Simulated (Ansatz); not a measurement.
Geometry optimisation, RKS r2SCAN-D4/def2-SVP in Ansatz.

Input file:

```yaml
crystal:
  periodic: [false, false, false]
  atoms:
    - { symbol: Al, position_ang: [-0.021952, 0.457041, -0.007144] }
    - { symbol: H, position_ang: [0.020041, 0.490302, 1.558479] }
    - { symbol: H, position_ang: [1.340889, 0.428852, -0.825246] }
    - { symbol: H, position_ang: [-1.421495, 0.398729, -0.758447] }
    - { symbol: Si, position_ang: [0.126372, -2.829511, 1.217738] }
    - { symbol: H, position_ang: [-0.660465, -3.417036, 0.097139] }
    - { symbol: H, position_ang: [1.546118, -3.27116, 1.137301] }
    - { symbol: H, position_ang: [-0.471375, -3.206046, 2.528703] }
    - { symbol: H, position_ang: [0.083767, -1.344871, 1.143376] }
basis:
  gaussian: { orbitals: def2-SVP }
hamiltonian:
  xc: r2scan
  dispersion: d4
relax:
  f_tol: 0.03
  max_steps: 50
```

Run as:

```bash
$ ansatz run input.yaml --threads 2 --pin off --max-ram 3072MiB --backend cpu --events-out ev --progress --plain --runs-dir out
```

Problem. Where does it end, and by what steps?

Solution. It converged. The force dipped under the threshold on the way, but the program's further checks kept it going. After 19 steps the energy has fallen by 0.310 eV; H3 moved furthest, 1.03 Å.

```tsv
step	energy less start (eV)	largest force component (eV/Å)	accepted
0	0.0000	0.655	yes
1	-0.1260	0.330	yes
2	-0.1947	0.459	yes
3	-0.2363	0.149	yes
4	-0.2302	0.395	no
5	-0.2478	0.030	yes
6	-0.2544	0.083	yes
7	-0.2608	0.181	yes
8	-0.2706	0.159	yes
9	-0.2847	0.172	yes
10	-0.2844	0.245	no
11	-0.2955	0.090	yes
12	-0.3014	0.058	yes
13	-0.3038	0.117	yes
14	-0.3058	0.075	yes
15	-0.3062	0.052	yes
16	-0.3080	0.043	yes
17	-0.3083	0.063	yes
18	-0.3089	0.079	yes
19	-0.3096	0.028	yes
```

```xyz
9
Properties=species:S:1:pos:R:3
Al -0.047 0.208 0.170
H 0.435 1.157 1.354
H 1.057 -0.556 -0.698
H -1.545 0.254 -0.366
Si 0.155 -2.707 1.099
H -0.306 -3.108 -0.253
H 1.632 -2.722 1.237
H -0.499 -3.525 2.159
H -0.340 -1.296 1.388
```

The run took 28 s on 2 threads of Arm Neoverse V2 (shared host), peak memory 0.13 GiB.
